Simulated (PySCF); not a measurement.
Coordinates in bohr (charge 0 multiplicity 3):
```
C     0.7438   -1.2882    0.0000
C    -1.4875    0.0000    0.0000
C     0.7438    1.2882    0.0000
```

Computed with UB3LYP in PySCF with C def2-TZVP; no relativity; density-fitted integrals.

This geometry of C₃ is a stationary point at this level.

Q: What is the point group?

A: D3h.

Q: Is it a minimum?

A: Yes: all harmonic wavenumbers are real.

Q: Which band is strongest in the infrared?

A: 1170 cm⁻¹ (e'), 3 km/mol.

Q: What are the dipole moment and the gap between the highest occupied and lowest empty levels of either spin?

A: 0.00 D and 3.64 eV.

This need not be the most stable arrangement of these atoms. At this level a singlet minimum of D∞h symmetry lies 77 kJ/mol below this structure.
